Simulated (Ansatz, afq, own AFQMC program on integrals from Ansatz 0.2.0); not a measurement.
Integrals from Ansatz 0.2.0, then the random walk in our own AFQMC program (afq).

```yaml
crystal:
  periodic: [false, false, false]
  atoms:
    - {symbol: N, position_ang: [-0.052023, 0.000001, 1.072208]}
    - {symbol: C, position_ang: [0.091307, -0.000001, -0.999840]}
    - {symbol: H, position_ang: [-0.182548, -0.930186, -1.492803]}
    - {symbol: H, position_ang: [-0.182549, 0.930183, -1.492805]}
basis:
  gaussian: {orbitals: cc-pVDZ}
magnetization: {spin_polarized: false, initial_magnetization: 3}
correlation: {method: ccsd_t, electrons: outside_noble_gas, hamiltonian_folder: ham}
```

```sh
$ ansatz run in.yaml --threads 1 --pin off --events-out ev --progress --plain --max-ram 1382MiB
```

Options of the walk:

```
--method phaseless --trial cisd --walkers 60 --populations 1 --least-time 40 --time-step 0.005 --steps-per-block 50 --equilibration-blocks 40 --max-blocks 300 --target-error 0.0008 --factor-cut 1e-05 --start spin_pure --seed 3026 --release-times 0.24,0.51,0.99,1.62,2.4 --release-step 0.03 --release-every 4 --taylor-order 6
```

Times are imaginary, in 1/Eh. The walk had a cap of 1161 s.

Output of the walk:

```
orbitals 36  electrons 7 4  factors 265 of 355
reference energy -93.26016412 Eh
CCSD correlation -0.27510059 Eh in 17 cycles, weight of the determinant in the CISD state 0.8443
energy of the start -93.535263 Eh
 block  time / (1/Eh)  mean weight  energy / Eh
     1     0.250  1.0003  -93.531326
     2     0.500  1.0005  -93.539458
     3     0.750  1.0002  -93.538044
     4     1.000  0.9991  -93.537786
     5     1.250  0.9981  -93.550251
     8     2.000  1.0004  -93.546976
    11     2.750  1.0020  -93.551436
    26     6.500  1.0000  -93.551505
    41    10.250  1.0001  -93.541411
    56    14.000  1.0009  -93.543289
    66    16.500  0.9980  -93.537599
    71    17.750  0.9986  -93.544739
    81    20.250  1.0007  -93.589720
    86    21.500  0.9987  -93.538210
   101    25.250  1.0030  -93.544221
   116    29.000  0.9980  -93.557429
   131    32.750  0.9961  -93.549077
   146    36.500  0.9996  -93.545872
   161    40.250  0.9976  -93.546848
   176    44.000  1.0010  -93.546305
   191    47.750  0.9970  -93.552778
   206    51.500  1.0013  -93.543487
blocks merged  error / Eh  count
     1  0.000527  170
     2  0.000636  85
     4  0.000799  42
     8  0.000756  21
    16  0.000660  10
released: time / (1/Eh)  energy / Eh  error  mean overlap
  0.24  -93.547446  0.000603  0.9815
  0.51  -93.547580  0.000717  0.9817
  0.99  -93.547546  0.000693  0.9992
  1.62  -93.549784  0.000947  0.9448
  2.40  -93.549154  0.001003  0.9271
energy -93.546962 +/- 0.000799 Eh
(rows thinned)
```

The run passed its tests (sampling time, drift between the halves within three errors, error under three times the target), which doesn't prove that it has relaxed.

Against this walk (error 21.7 meV) on the same determinant: CCSD(T) 34.4 meV higher (within the noise), CCSDT(Q) 57.1 meV lower. The error is statistical and leaves out the bias of the constraint. None of these is a sure reference here. Released to 2.40 1/Eh the energy moves by -60 ± 35 meV (both errors), within twice the noise.

Cautions: constraint bias not in the error; lower spins were not checked; higher spins were not checked; a spin-contaminated unrestricted determinant lies lower (UHF 899 meV lower, ⟨S²⟩ 4.25).

The walk took 4.1 min on 1 thread of Arm Neoverse V1, on a shared host. The log's last line is the phaseless energy.

CCSDT and higher add their correlation energy to the determinant of the CCSD(T) run, since their own runs factorise the integrals more tightly (a shift of under 2 meV). A walk keeps the symmetry of its determinant, which the program's search chose and which needn't be the lowest solution, so a lower state of the same spin and another symmetry isn't excluded.
